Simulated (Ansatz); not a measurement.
## C4H5N, SMILES C=C=CC=N: a ladder of methods at one geometry, step by step

With the Python package of Ansatz (0.2.0).

At the Python prompt:
```pycon
>>> from dataclasses import dataclass
>>> from pathlib import Path
>>> import warnings
>>> import ansatz as az
>>> import numpy as np
>>> @dataclass(frozen=True)
... class Settings:
...     basis_set: str = 'cc-pVDZ'
...
>>> cfg = Settings()
>>> warnings.simplefilter('ignore', az.DeckWarning)
>>> mol = (
...     az.Crystal.molecule()
...     .atom('C', (1.6962, 1.294, 0.2325))
...     .atom('C', (0.9552, 0.2287, 0.2702))
...     .atom('C', (0.203, -0.8299, 0.3022))
...     .atom('C', (-1.188, -0.8158, -0.1881))
...     .atom('N', (-1.7903, 0.2104, -0.6846))
...     .atom('H', (1.296, 2.2201, -0.1654))
...     .atom('H', (2.7172, 1.2778, 0.594))
...     .atom('H', (0.5785, -1.7659, 0.6943))
...     .atom('H', (-1.7191, -1.7798, -0.1052))
...     .atom('H', (-2.7487, -0.0397, -0.9499))
... )
>>> model = mol.calculation().basis(gaussian=cfg.basis_set)
>>> print('functional    E (Ha)        dipole (D)   HOMO (eV)  LUMO (eV)')
functional    E (Ha)        dipole (D)   HOMO (eV)  LUMO (eV)
>>> for name in ['hf', 'hse06', 'r2scan', 'b3lyp', 'lc_wpbe', 'pbe0']:
...     r = model.functional(name).forces().orbitals().run(threads=1, pin='off', runs_dir='runs').report
...     lines = Path(r['orbitals_path']).read_text().splitlines()
...     field_of = lambda key: [line.split('=')[1].strip() for line in lines if line.startswith(key)]
...     orbitals = [(27.211386 * float(e), s, float(n)) for e, s, n in zip(field_of('Ene='), field_of('Spin='), field_of('Occup='))]
...     homo = max(e for e, _, n in orbitals if n > 0.5)
...     lumo = min(e for e, _, n in orbitals if n < 0.5)
...     dipole = 4.803205 * np.linalg.norm(r['charge_distribution']['dipole_moment_e_ang'])
...     print(f'{name:10s} {r["free_energy_ev"] / 27.211386246:14.6f} {dipole:9.3f} {homo:11.3f} {lumo:10.3f}')
...
hf            -208.661675     2.118      -7.195      0.876
hse06         -209.752571     1.937      -4.797     -3.688
r2scan        -209.897695     1.988      -4.405     -4.107
b3lyp         -210.019931     1.897      -4.969     -3.453
lc_wpbe       -209.853570     1.770      -7.657     -0.777
pbe0          -209.763688     1.932      -5.185     -3.297
```

Reading the output:
- Total energies depend on the basis set; only differences at equal settings carry meaning.
- The geometry is a force-field or estimated start, not a minimum of this method, and the basis set is short of its limit. A lower total doesn't mark the better method: functionals have no common bound, and MP2 and coupled cluster aren't variational.
- b3lyp holds the VWN-RPA fit, as in Gaussian; the form of ORCA and Turbomole is b3lyp5.
- Levels such as HOMO and LUMO are orbital energies: with these approximate functionals they aren't the ionisation energy and electron affinity, and their gap isn't the fundamental gap.
- hse06 follows the composition of plane-wave codes, whose totals differ by tens of mHa, up to about 0.1 Ha, from the form usual in Gaussian-basis programs (wpbeh).
- It ran for 53 s on 1 thread of Arm Neoverse V2 (shared host), peak memory 0.29 GiB.

(Lines on the test bed's own set-up are left out of the output.)
